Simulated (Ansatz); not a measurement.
Z-matrix (Å, degrees):
```
C
O 1 1.366
F 1 1.357 2 109.2
N 1 1.402 2 113.6 3 122.2
F 1 1.357 2 109.2 3 -115.7
H 2 0.965 1 108.7 3 58.0
H 4 1.011 1 110.1 2 60.2
H 4 1.011 1 110.1 2 -60.7
```

The species carries charge 0 and has multiplicity 1.

Q: List the B3LYP/def2-TZVPP orbital energies in eV (Ansatz). (Best estimate.)

A: The calculation gave: Occupied: -672.07, -672.07, -521.69, -390.00, -283.43, -34.92, -32.99, -29.39, -25.25, -18.57, -16.48, -16.12, -15.46, -13.68, -12.91, -12.04, -11.62, -11.27, -10.82, -9.54, -8.25. Lowest empty: 0.51, 1.16, 2.19, 4.07, 4.20, 5.18, 6.04, 6.15.

B3LYP here is the variant with VWN-RPA as its local correlation; programs differ in this.
